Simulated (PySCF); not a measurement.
**A workflow on HSClO2 (SMILES O=[SH](=O)Cl)**

Aim: a structure relaxation (PBE38/cc-pVDZ), then a single-point energy (NEVPT2(4,4)/def2-mTZVP), then attachment energies (EOM-CCSD/x2c-SVPall) of HSClO2. 

Program for the calculation: PySCF 2.14.0.

1 further run of the same task is left out (for a faulty analytic Hessian).

### Step 1. Starting point

HSClO2: 5 atoms, total charge 0, spin state singlet. SMILES: `O=[SH](=O)Cl`. All atoms were displaced at random from a relaxed shape. The run starts from this shape.

Bond lengths: O1–S2 1.460 Å, S2–O3 1.436 Å, S2–Cl4 1.918 Å, S2–H5 1.406 Å. Angles: O1–S2–O3 116.7°, O1–S2–Cl4 111.9°, O3–S2–Cl4 109.0°, O1–S2–H5 103.8°, O3–S2–H5 108.8°, Cl4–S2–H5 105.9°.

### Step 2. A structure relaxation at PBE38/cc-pVDZ (density fitting with def2-universal-jkfit) (run 1)

File calc.py:

```python
# O=[SH](=O)Cl
from pyscf import gto, dft
from pyscf.geomopt.geometric_solver import kernel as optimise

mol = gto.M(
    atom='''
O        0.292610      -1.025908       1.079918
S        0.174970      -0.032562       0.017067
O        0.910937      -0.288352      -1.189497
Cl      -1.656450       0.322455      -0.430044
H        0.663745       1.146679       0.605417
''',
    max_memory=1860,
    spin=0,
    verbose=4,
    basis='cc-pvdz',
    charge=0,
)

mf = dft.RKS(mol, xc='pbe38')
mf = mf.density_fit(auxbasis='def2-universal-jkfit')
converged, mol_eq = optimise(mf, maxsteps=100)
print('converged:', converged)
print(mol_eq.tostring())

mf.reset(mol_eq)
mol = mol_eq
mf.kernel()
etot = mf.e_tot
print('E(%s) = %.9f' % ('PBE38', etot))
```

Started as:

```bash
OMP_NUM_THREADS=1 python calc.py
```

Standard output:

```text
PySCF version 2.14.0

[... 49 lines left out ...]
> Will converge when all 5 criteria are reached:
[... 92 lines left out ...]
Step    0 : Gradient = 5.204e-02/9.599e-02 (rms/max) Energy = -1008.9311201589
[... 231 lines left out ...]
converged SCF energy = -1008.94471178159
[... 227 lines left out ...]
converged SCF energy = -1008.94477889941
[... 79 lines left out ...]
converged SCF energy = -1008.94477889968
E(PBE38) = -1008.944778900
```

Wall time 1.7 min (1 thread of Intel Xeon at 2.50GHz (Skylake/Cascade Lake), shared host); peak memory 0.69 GiB.

The path in brief:

```
step  energy from the first frame kept (eV)  largest force (eV/Å)
   0                                 0.0000                4.9362
   1                                -0.2932                1.6874
   2                                -0.3581                0.6972
   3                                -0.3698                0.2705
   4                                -0.3712                0.1718
   5                                -0.3717                0.0322
   6                                -0.3717                0.0085
```

After the run. Bond lengths: O1–S2 1.447 Å, S2–O3 1.447 Å, S2–Cl4 2.065 Å, S2–H5 1.365 Å. Angles: O1–S2–O3 123.4°, O1–S2–Cl4 107.9°, O3–S2–Cl4 107.9°, O1–S2–H5 109.3°, O3–S2–H5 109.3°, Cl4–S2–H5 95.6°.

### Step 3. The energy at NEVPT2(4,4)/def2-mTZVP (run 3)

File calc.py:

```python
# O=[SH](=O)Cl
from pyscf import gto, scf, mcscf, mrpt

mol = gto.Mole()
mol.atom = '''
O    0.270155  -1.058481   1.102210
S    0.267175  -0.082819   0.033768
O    0.962970  -0.274168  -1.220487
Cl  -1.698714   0.382238  -0.395298
H    0.585077   1.143222   0.542525
'''
mol.max_memory = 1860
mol.verbose = 3
mol.basis = 'def2-mtzvp'
mol.build()

mf = scf.RHF(mol)
mf.kernel()

cas = mcscf.CASSCF(mf, 4, 4)
cas.fix_spin_(ss=0.0)
cas.natorb = True
cas.kernel()
e_pt2 = mrpt.NEVPT(cas).kernel()
e_tot = cas.e_tot + e_pt2
print('Final energy', e_tot)
mf.analyze()
```

Started as:

```bash
OMP_NUM_THREADS=1 python calc.py
```

Standard output:

```text
converged SCF energy = -1007.29726550206
[... 22 lines left out ...]
MO #10  energy= -6.92897032924435  occ= 2
[... 16 lines left out ...]
MO #27  energy= 0.121334384978232  occ= 0
[... 16 lines left out ...]
MO #44  energy= 0.565218838831111  occ= 0
[... 16 lines left out ...]
MO #61  energy= 1.09610641511431   occ= 0
[... 16 lines left out ...]
MO #78  energy= 2.64271606501155   occ= 0
[... 16 lines left out ...]
MO #95  energy= 44.9600933567639   occ= 0
[... 6 lines left out ...]
Dipole moment(X, Y, Z, Debye): -0.35360,  2.86310,  0.86196
```

Wall time 2.8 min (1 thread of Intel Xeon at 2.50GHz (Skylake/Cascade Lake), shared host); peak memory 0.28 GiB.

### Step 4. Attachment energies at EOM-CCSD/x2c-SVPall (sfX2C, root kind ea) (run 4)

File geometry.xyz:

```xyz
5

O      0.270155    -1.058481     1.102210
S      0.267175    -0.082819     0.033768
O      0.962970    -0.274168    -1.220487
Cl    -1.698714     0.382238    -0.395298
H      0.585077     1.143222     0.542525
```

File run.py:

```python
import numpy
from pyscf import gto, scf, cc

molecule = gto.M(
    atom='geometry.xyz',
    spin=0,
    max_memory=1860,
    charge=0,
    basis='x2c-svpall',
    verbose=4,
)

mf = scf.RHF(molecule)
mf = mf.x2c()
mf.kernel()

mycc = cc.CCSD(mf)
mycc.kernel()
e_final = mycc.e_tot
print('Final energy', e_final)

e, vec = mycc.eaccsd(nroots=3)
roots = numpy.atleast_1d(e) * 27.211386
print('EOM-EA-CCSD roots (eV)')
for i, w in enumerate(roots, 1):
    print('%3d %10.4f' % (i, w))
```

Started as:

```bash
OMP_NUM_THREADS=1 python run.py
```

Standard output:

```text
PySCF version 2.14.0

[... 63 lines left out ...]
converged SCF energy = -1009.37764888776
[... 11 lines left out ...]
Init t2, MP2 energy = -1010.06142373312  E_corr(MP2) -0.683774845360559
[... 14 lines left out ...]
CCSD converged
[... 1 line left out ...]
Final energy -1010.0735087569525
[... 1 line left out ...]
******** <class 'pyscf.cc.eom_rccsd.EOMEA'> ********
max_space = 20
max_cycle = 50
conv_tol = 1e-07
partition = None
EOM-CCSD root 0 E = 0.03394352909836668  qpwt = 0.972212  conv = True
EOM-CCSD root 1 E = 0.1058232886126474  qpwt = 0.971431  conv = True
EOM-CCSD root 2 E = 0.1624188386436861  qpwt = 0.966215  conv = True
EOM-EA-CCSD roots (eV)
  1     0.9237
  2     2.8796
  3     4.4196
```

Run time: 67 s. Hardware: 1 thread of Intel Xeon at 2.50GHz (Skylake/Cascade Lake), shared host; peak memory 0.39 GiB.

### Step 5. Summary of results

```
                                                            quantity           value
                       run 1, PBE38/cc-pVDZ: total energy at the end  -1008.94478 Eh
                                 run 1, PBE38/cc-pVDZ: dipole moment          2.61 D
                                   run 1, PBE38/cc-pVDZ: HOMO energy       -10.13 eV
                                   run 1, PBE38/cc-pVDZ: LUMO energy        -1.54 eV
                                 run 1, PBE38/cc-pVDZ: HOMO–LUMO gap         8.59 eV
                         run 3, NEVPT2(4,4)/def2-mTZVP: total energy  -1008.07893 Eh
 run 3, NEVPT2(4,4)/def2-mTZVP: dipole moment (Hartree–Fock density)          3.01 D
  run 3, NEVPT2(4,4)/def2-mTZVP: HOMO energy (Hartree–Fock orbitals)       -13.34 eV
  run 3, NEVPT2(4,4)/def2-mTZVP: LUMO energy (Hartree–Fock orbitals)         1.59 eV
run 3, NEVPT2(4,4)/def2-mTZVP: HOMO–LUMO gap (Hartree–Fock orbitals)        14.93 eV
       run 4, EOM-CCSD/x2c-SVPall: ground-state or mean-field energy  -1010.07351 Eh
    run 4, EOM-CCSD/x2c-SVPall: dipole moment (Hartree–Fock density)          3.24 D
     run 4, EOM-CCSD/x2c-SVPall: HOMO energy (Hartree–Fock orbitals)       -13.27 eV
     run 4, EOM-CCSD/x2c-SVPall: LUMO energy (Hartree–Fock orbitals)         1.80 eV
   run 4, EOM-CCSD/x2c-SVPall: HOMO–LUMO gap (Hartree–Fock orbitals)        15.08 eV
                      run 4, EOM-CCSD/x2c-SVPall: correlation energy      -695.9 mEh
                           run 4, EOM-CCSD/x2c-SVPall: T1 diagnostic           0.013
 run 4, EOM-CCSD/x2c-SVPall: lowest attachment energy, E(N+1) − E(N)         0.92 eV
```

What this shows: The optimisation (run 1, PBE38/cc-pVDZ) took 6 steps and changed the energy by -0.372 eV. A positive attachment energy means an unbound electron; such a root is set by the basis.
